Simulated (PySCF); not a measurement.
Identify the unknown among the candidates.

All candidates are C5H10S.

- Rotational structure: rotational constants A, B, C: 4.318, 2.125, 1.575 GHz [GFN2-xTB]
- Triplet: lowest triplet excitation (Tamm–Dancoff): 4.98 eV [TDA PBE0/def2-SVPD]
- UV, first state: lowest singlet excitation: 5.43 eV (228 nm, f = 0.004) [TDDFT PBE0/def2-SVPD]
- NMR, other nuclei: isotropic shieldings of nuclei other than C and H, by class: 552 (1 S) ppm [GIAO PBE0/pcSseg-1]
- 1H NMR: chemical shifts (computed TMS as zero) by class: 3.08 (1 H), 2.28 (1 H), 2.22 (1 H), 2.14 (1 H), 1.96 (1 H), 1.95 (1 H), 1.45 (1 H), 1.17 (3 H) ppm [GIAO PBE0/pcSseg-1]
- Polarisability: 79.4 au [PBE0/def2-SVPD]
- 13C NMR: chemical shifts (computed TMS as zero) by class: 44.2 (1 C), 38.5 (1 C), 33.0 (1 C), 26.3 (1 C), 23.6 (1 C) ppm [GIAO PBE0/pcSseg-1]

The electronic properties come from PySCF, for the isolated species, density fitting. Levels stand in brackets. Geometry: GFN2-xTB, one conformer, isolated molecule. Each NMR value is the plain mean over a class of atoms that symmetry, rotation or inversion makes alike.

Problem. Which candidate is it?
A. `CSC1CCC1`
B. `C[C@@H]1CC[C@H]1S`
C. `CCC1CSC1`

Solution. B. It is `C[C@@H]1CC[C@H]1S`. Numbering: `[CH3:1][C@@H:2]1[CH2:3][CH2:4][C@H:5]1[SH:6]`. Its formula, C5H10S, gives 1 degree of unsaturation: 1 ring and 0 π bonds in the structure found. 5 carbons fall into 5 classes; from least to most shielded: ring sp3 carbon bound to sulfur [C5] (44.2 ppm), four-membered-ring carbon [C2] (38.5 ppm), four-membered-ring carbon [C4] (33.0 ppm), four-membered-ring carbon [C3] (26.3 ppm), methyl carbon [C1] (23.6 ppm). Hydrogen classes from least to most shielded: 1 H on an sp3 carbon bound to sulfur, C5 (3.08 ppm), 1 H on a four-membered-ring carbon, C4 (2.28 ppm), 1 H on a four-membered-ring carbon, C3 (2.22 ppm), 1 H on a four-membered-ring carbon, C2 (2.14 ppm), 1 H on a four-membered-ring carbon, C4 (1.96 ppm), 1 H on a thiol sulfur, S6 (1.95 ppm), 1 H on a four-membered-ring carbon, C3 (1.45 ppm), 3 H on a methyl carbon, C1 (1.17 ppm, a mean of values up to 0.6 ppm apart in this geometry). The other shieldings belong to: 552 ppm, thiol sulfur [S6]. The optimised geometry has point group C1 and is an asymmetric top.

The others, at the same levels:
- `CSC1CCC1` fails: it has 4 carbon classes against 5; its computed 13C shifts are 44.7 (1 C), 30.6 (2 C), 19.1 (1 C), 17.2 (1 C) ppm, 1H shifts are 3.21 (1 H), 2.44 (2 H), 2.03 (2 H), 2.02 (1 H), 2.00 (1 H), 1.93 (3 H) ppm and lowest singlet excitation is 5.21 eV (238 nm, f = 0.000) (against 5.43 eV).
- `CCC1CSC1` fails: it has 4 carbon classes against 5; its computed 13C shifts are 42.2 (1 C), 36.1 (2 C), 35.6 (1 C), 12.4 (1 C) ppm, 1H shifts are 3.17 (2 H), 3.08 (2 H), 2.98 (1 H), 1.39 (2 H), 0.80 (3 H) ppm and lowest singlet excitation is 4.62 eV (268 nm, f = 0.000) (against 5.43 eV).

Each candidate is one conformer, not necessarily the lowest. The conformers computed, where there is a choice (atom-mapped SMILES and torsion angles):
- `[CH3:1][C@@H:2]1[CH2:3][CH2:4][C@H:5]1[SH:6]`: H–S6–C5–C4 -73°
- `[CH3:1][S:2][CH:3]1[CH2:4][CH2:5][CH2:6]1`: C1–S2–C3–C4 177°
- `[CH3:1][CH2:2][CH:3]1[CH2:4][S:5][CH2:6]1`: C1–C2–C3–C4 -179°
